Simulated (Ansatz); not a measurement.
Program: Ansatz. Geometries: PBE0-D4/def2-TZVP. ΔE: electronic, gas phase. CBS: MP2 limit from def2 TZ/QZ plus the TZ coupled-cluster correction, frozen cores. This one scheme is used for every species. DFT in def2-TZVPP.

`C[Si]C` + H–F → `C[Si]F` + CH₄  (ligand exchange at the Si–C bond)

CCSD(T)/CBS gives -177.3 kJ/mol.

Question: Another level gave -174.6 kJ/mol. Which?
A. LDA (SPW92)/def2-TZVPP
B. r2SCAN-D4/def2-TZVPP
C. B2PLYP/def2-TZVPP
D. revPBE/def2-TZVPP

Answer: A. LDA (SPW92) -174.6, B2PLYP -190.0, revPBE -179.9, r2SCAN-D4 -184.8 kJ/mol.

Largest T1 diagnostic among the species: 0.014.

In def2-TZVPP, CCSD(T) changes the Hartree–Fock value by +20.6 kJ/mol (the triples alone add +2.3 kJ/mol) and MP2 by +20.6 kJ/mol. From r2SCAN to r2SCAN0 (25 % exact exchange), in def2-TZVPP and without D4, ΔE moves by +3.3 kJ/mol. The D4 term adds +6.8 kJ/mol with B3LYP and +3.6 kJ/mol with PBE0; it sums over pairs of atoms, weighted by their polarisabilities, and B3LYP, whose exchange is more repulsive, gets the larger term.

B3LYP here is the variant with VWN-RPA as its local correlation; programs differ in this.
